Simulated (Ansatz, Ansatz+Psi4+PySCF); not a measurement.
```yaml
atoms:
  - { symbol: C, position_ang: [0.0000, 0.0000, 0.6081] }
  - { symbol: C, position_ang: [0.0000, 0.0000, -0.6081] }
  - { symbol: H, position_ang: [0.0000, 0.0000, -1.6740] }
  - { symbol: H, position_ang: [0.0000, 0.0000, 1.6740] }
```

Basis set: cc-pVTZ (spherical functions). Correlated methods keep 2 orbitals frozen. Charge 0, multiplicity 1.

Computed with Ansatz (development build ahead of 0.2.0); free ground-state atoms in the same class of orbitals, no zero-point energy, no relativity.

The atomization energy of singlet C2H2 from measured heats of formation, zero-point and thermal terms removed is 17.585 eV (G2/97 set, Curtiss et al., J. Chem. Phys. 106, 1063 (1997), as shipped with ASE); it holds spin-orbit and other relativistic effects.

**Question.** How far do RHF-CCSD(T), RHF-MP2 miss it in this basis?

**Answer.**

```tsv
method	atomization energy (eV)	computed − measured (eV)
RHF-CCSD(T)	17.049	-0.536
RHF-MP2	17.491	-0.094
```
